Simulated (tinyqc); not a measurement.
Worked calculation: UHF in the sto-6g basis, for CH+, spin multiplicity 1. One step of it, computed by the program tinyqc.

Task: Iteration 11 (converged): orbitals. Diagonalise F' = X^T F X, C = X C', fill 3 alpha and 3 beta electrons from the bottom; D(s) = C_occ C_occ^T. Each column has its largest component positive (the first on a tie).

converged F(alpha) (hartree), order 1C 1s, 1C 2s, 1C 2px, 1C 2py, 1C 2pz, 2H 1s:
$$\begin{pmatrix}
-11.860687 & -3.010506 & -0.000921 & 0.002927 & -0.016971 & -0.971136 \\
-3.010506 & -1.857283 & -0.052157 & 0.165756 & -0.149113 & -1.051140 \\
-0.000921 & -0.052157 & -0.308803 & 0.024502 & 0.054326 & 0.004024 \\
0.002927 & 0.165756 & 0.024502 & -0.378962 & -0.172649 & -0.012788 \\
-0.016971 & -0.149113 & 0.054326 & -0.172649 & -0.801738 & -0.727393 \\
-0.971136 & -1.051140 & 0.004024 & -0.012788 & -0.727393 & -0.999854
\end{pmatrix}$$

converged F(beta) (hartree), order 1C 1s, 1C 2s, 1C 2px, 1C 2py, 1C 2pz, 2H 1s:
$$\begin{pmatrix}
-11.860687 & -3.010506 & 0.000921 & -0.002927 & -0.016971 & -0.971136 \\
-3.010506 & -1.857283 & 0.052157 & -0.165756 & -0.149113 & -1.051140 \\
0.000921 & 0.052157 & -0.308803 & 0.024502 & -0.054326 & -0.004024 \\
-0.002927 & -0.165756 & 0.024502 & -0.378962 & 0.172649 & 0.012788 \\
-0.016971 & -0.149113 & -0.054326 & 0.172649 & -0.801738 & -0.727393 \\
-0.971136 & -1.051140 & -0.004024 & 0.012788 & -0.727393 & -0.999854
\end{pmatrix}$$

X, order 1C 1s, 1C 2s, 1C 2px, 1C 2py, 1C 2pz, 2H 1s:
$$\begin{pmatrix}
1.024474 & -0.140035 & 0.000000 & 0.000000 & -0.012261 & 0.023936 \\
-0.140035 & 1.218203 & 0.000000 & 0.000000 & 0.175347 & -0.439195 \\
0.000000 & 0.000000 & 1.000000 & 0.000000 & 0.000000 & 0.000000 \\
0.000000 & 0.000000 & 0.000000 & 1.000000 & 0.000000 & 0.000000 \\
-0.012261 & 0.175347 & 0.000000 & 0.000000 & 1.157678 & -0.396007 \\
0.023936 & -0.439195 & 0.000000 & 0.000000 & -0.396007 & 1.347540
\end{pmatrix}$$

Give: F' = X^T F X; orbital energies; coefficients C; F' = X^T F X; orbital energies; coefficients C; D(alpha) after iteration 11; D(beta) after iteration 11.

Result:

F' = X^T F X (alpha) (hartree):
$$\begin{pmatrix}
-11.6619 & -1.4448 & 0.0058 & -0.0184 & -0.0183 & -0.1917 \\
-1.4448 & -1.1247 & -0.0556 & 0.1769 & 0.1024 & -0.5429 \\
0.0058 & -0.0556 & -0.3088 & 0.0245 & 0.0522 & 0.0068 \\
-0.0184 & 0.1769 & 0.0245 & -0.3790 & -0.1658 & -0.0216 \\
-0.0183 & 0.1024 & 0.0522 & -0.1658 & -0.5338 & -0.5504 \\
-0.1917 & -0.5429 & 0.0068 & -0.0216 & -0.5504 & -0.3368
\end{pmatrix}$$

orbital energies (alpha) (hartree): MO1 -11.8624, MO2 -1.2937, MO3 -0.9229, MO4 -0.3011, MO5 -0.2704, MO6 0.3055

coefficients C (alpha), order 1C 1s, 1C 2s, 1C 2px, 1C 2py, 1C 2pz, 2H 1s:
$$\begin{pmatrix}
0.9966 & -0.2150 & 0.1159 & 0.0000 & -0.0742 & 0.1073 \\
0.0153 & 0.7383 & -0.5612 & 0.0000 & 0.3380 & -0.8676 \\
0.0001 & 0.0264 & -0.1224 & 0.9539 & -0.2727 & -0.0046 \\
-0.0004 & -0.0838 & 0.3890 & 0.3002 & 0.8668 & 0.0148 \\
0.0041 & 0.2414 & 0.6478 & 0.0000 & -0.2504 & -0.9937 \\
-0.0051 & 0.3180 & 0.3178 & 0.0000 & -0.1356 & 1.3948
\end{pmatrix}$$

F' = X^T F X (beta) (hartree):
$$\begin{pmatrix}
-11.6619 & -1.4448 & -0.0058 & 0.0184 & -0.0183 & -0.1917 \\
-1.4448 & -1.1247 & 0.0556 & -0.1769 & 0.1024 & -0.5429 \\
-0.0058 & 0.0556 & -0.3088 & 0.0245 & -0.0522 & -0.0068 \\
0.0184 & -0.1769 & 0.0245 & -0.3790 & 0.1658 & 0.0216 \\
-0.0183 & 0.1024 & -0.0522 & 0.1658 & -0.5338 & -0.5504 \\
-0.1917 & -0.5429 & -0.0068 & 0.0216 & -0.5504 & -0.3368
\end{pmatrix}$$

orbital energies (beta) (hartree): MO1 -11.8624, MO2 -1.2937, MO3 -0.9229, MO4 -0.3011, MO5 -0.2704, MO6 0.3055

coefficients C (beta), order 1C 1s, 1C 2s, 1C 2px, 1C 2py, 1C 2pz, 2H 1s:
$$\begin{pmatrix}
0.9966 & -0.2150 & 0.1159 & 0.0000 & 0.0742 & 0.1073 \\
0.0153 & 0.7383 & -0.5612 & 0.0000 & -0.3380 & -0.8676 \\
-0.0001 & -0.0264 & 0.1224 & 0.9539 & -0.2727 & 0.0046 \\
0.0004 & 0.0838 & -0.3890 & 0.3002 & 0.8668 & -0.0148 \\
0.0041 & 0.2414 & 0.6478 & 0.0000 & 0.2504 & -0.9937 \\
-0.0051 & 0.3180 & 0.3178 & 0.0000 & 0.1356 & 1.3948
\end{pmatrix}$$

D(alpha) after iteration 11, order 1C 1s, 1C 2s, 1C 2px, 1C 2py, 1C 2pz, 2H 1s:
$$\begin{pmatrix}
1.0529 & -0.2085 & -0.0197 & 0.0627 & 0.0273 & -0.0366 \\
-0.2085 & 0.8603 & 0.0882 & -0.2802 & -0.1852 & 0.0564 \\
-0.0197 & 0.0882 & 0.0157 & -0.0498 & -0.0729 & -0.0305 \\
0.0627 & -0.2802 & -0.0498 & 0.1583 & 0.2317 & 0.0970 \\
0.0273 & -0.1852 & -0.0729 & 0.2317 & 0.4779 & 0.2826 \\
-0.0366 & 0.0564 & -0.0305 & 0.0970 & 0.2826 & 0.2022
\end{pmatrix}$$

D(beta) after iteration 11, order 1C 1s, 1C 2s, 1C 2px, 1C 2py, 1C 2pz, 2H 1s:
$$\begin{pmatrix}
1.0529 & -0.2085 & 0.0197 & -0.0627 & 0.0273 & -0.0366 \\
-0.2085 & 0.8603 & -0.0882 & 0.2802 & -0.1852 & 0.0564 \\
0.0197 & -0.0882 & 0.0157 & -0.0498 & 0.0729 & 0.0305 \\
-0.0627 & 0.2802 & -0.0498 & 0.1583 & -0.2317 & -0.0970 \\
0.0273 & -0.1852 & 0.0729 & -0.2317 & 0.4779 & 0.2826 \\
-0.0366 & 0.0564 & 0.0305 & -0.0970 & 0.2826 & 0.2022
\end{pmatrix}$$
